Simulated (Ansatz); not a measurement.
System: BiTeI (P3m1, No. 156; cell taken from a computed entry). Method: HSE06+SOC in Ansatz (PAW).

Numerical settings: plane-wave cutoff 460 eV, 6×6×4 k mesh (along the axes of the cell as run), Fermi–Dirac smearing 0.01 eV, PAW data made under PBE.

Cell (relaxed with PBE-D3(BJ)):

```
BiITe
1.0
    4.34352     0.00000     0.00000
   -2.17176     3.76160     0.00000
    0.00000     0.00000     6.82989
Bi Te I
1 1 1
Direct
  0.00000   0.00000   0.92075
  0.66667   0.33333   0.66909
  0.33333   0.66667   0.22947
```

Task: Predict the band gap and direct gap at Γ.

Result: 
* **band gap**: 0.30 eV (direct)
* **direct gap at Γ**: 1.55 eV

Note: cell and atoms aren't relaxed at this level (pressure 0.9 GPa).

Static lattice: no zero-point or thermal effects.

Ansatz is a program for electronic structure.
